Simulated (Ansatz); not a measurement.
# BFH₃O+ (SMILES [OH2+]BF): single points off equilibrium

Aim: energy, forces and dipole at a structure displaced at random from a GFN2-xTB minimum, from CCSD(T) and from density functionals.

Program: Ansatz 0.2.0, Gaussian basis. Level of theory: single points in def2-TZVPP. These are calculated values, not measurements.

Cores are frozen in the correlated methods. B3LYP uses VWN-RPA correlation.

## (1) Where the work starts

SMILES `[OH2+]BF`, 6 atoms, charge 1, spin multiplicity 1.

Atoms are counted from 1 here; the program's logs count them from 0.

Bond lengths: O1–B2 1.386 Å, O1–H4 1.019 Å, O1–H5 0.974 Å, B2–F3 1.183 Å, B2–H6 1.266 Å. Angles: B2–O1–H4 129.6°, B2–O1–H5 119.2°, H4–O1–H5 108.7°, O1–B2–F3 112.7°, O1–B2–H6 124.3°, F3–B2–H6 122.8°.

Geometry (Å):

```xyz
6
charge 1, multiplicity 1
O    -0.5077    0.1421   -0.4212
B     0.4917   -0.2199    0.4688
F     0.0839   -0.4064    1.5630
H    -0.4317    0.5071   -1.3693
H    -1.3980    0.3415   -0.0802
H     1.7014   -0.4090    0.1456
```

## (2) CCSD(T)/def2-TZVPP

Contents of run/in.yaml:

```yaml
crystal:
  periodic: [false, false, false]
  atoms:
    - {symbol: O, position_ang: [-0.507700, 0.142100, -0.421200]}
    - {symbol: B, position_ang: [0.491700, -0.219900, 0.468800]}
    - {symbol: F, position_ang: [0.083900, -0.406400, 1.563000]}
    - {symbol: H, position_ang: [-0.431700, 0.507100, -1.369300]}
    - {symbol: H, position_ang: [-1.398000, 0.341500, -0.080200]}
    - {symbol: H, position_ang: [1.701400, -0.409000, 0.145600]}
basis:
  gaussian: {orbitals: def2-TZVPP}
total_charge: 1
correlation: {method: ccsd_t}
output: {forces: true}
```

No record of the launch command was kept for these runs.

## (3) PBE0-D4/def2-TZVPP

Changes to run/in.yaml since step 2:

```diff
@@ -12,3 +12,3 @@
 total_charge: 1
-correlation: {method: ccsd_t}
-output: {forces: true}
+hamiltonian: {xc: pbe0, dispersion: d4}
+output: {forces: true, orbitals: {seedname: orbitals}}
```

## (4) wB97M-V/def2-TZVPP

Changes to run/in.yaml since step 3:

```diff
@@ -12,3 +12,3 @@
 total_charge: 1
-hamiltonian: {xc: pbe0, dispersion: d4}
-output: {forces: true, orbitals: {seedname: orbitals}}
+hamiltonian: {xc: {name: wB97M-V}}
+output: {forces: true}
```

## (5) r2SCAN-D4/def2-TZVPP

Changes to run/in.yaml since step 4:

```diff
@@ -12,3 +12,3 @@
 total_charge: 1
-hamiltonian: {xc: {name: wB97M-V}}
+hamiltonian: {xc: r2scan, dispersion: d4}
 output: {forces: true}
```

## (6) PBE-D4/def2-TZVPP

Changes to run/in.yaml since step 5:

```diff
@@ -12,3 +12,3 @@
 total_charge: 1
-hamiltonian: {xc: r2scan, dispersion: d4}
+hamiltonian: {xc: pbe, dispersion: d4}
 output: {forces: true}
```

## (7) r2SCANh-D4/def2-TZVPP

Changes to run/in.yaml since step 6:

```diff
@@ -12,3 +12,3 @@
 total_charge: 1
-hamiltonian: {xc: pbe, dispersion: d4}
+hamiltonian: {xc: {name: r2SCANh}, dispersion: d4}
 output: {forces: true}
```

## (8) B3LYP-D4/def2-TZVPP

Changes to run/in.yaml since step 7:

```diff
@@ -12,3 +12,3 @@
 total_charge: 1
-hamiltonian: {xc: {name: r2SCANh}, dispersion: d4}
+hamiltonian: {xc: {name: B3LYP}, dispersion: d4}
 output: {forces: true}
```

(Steps that only read results are left out.)

Before running it: what results should come out? Wanted: energy less free atoms, CCSD(T)/def2-TZVPP; RMS force component; RMS force error; HOMO and LUMO, PBE0-D4; T1 diagnostic.

The runs gave:

```
                                  quantity                                                                                               value
energy less free atoms, CCSD(T)/def2-TZVPP                                                                                          -14.087 eV
                       RMS force component                                                                2.920 to 3.085 eV/Å over the methods
                           RMS force error  PBE0-D4 0.173, wB97M-V 0.062, r2SCAN-D4 0.129, PBE-D4 0.246, r2SCANh-D4 0.155, B3LYP-D4 0.129 eV/Å
                    HOMO and LUMO, PBE0-D4                                                                                 -16.65 and -6.43 eV
                             T1 diagnostic                                                                                               0.011
```

What this shows: Against CCSD(T) the functionals' energies less atoms differ by -0.890 to -0.410 eV, PBE-D4 by -0.890 eV. A larger basis would deepen the CCSD(T) value, while the functionals are nearly converged already, so the order here is not reliable. For forces wB97M-V does best and PBE-D4 worst. Frozen-core CCSD(T) forces in triple zeta carry basis errors of their own, and this is one geometry, so small gaps rank nothing.
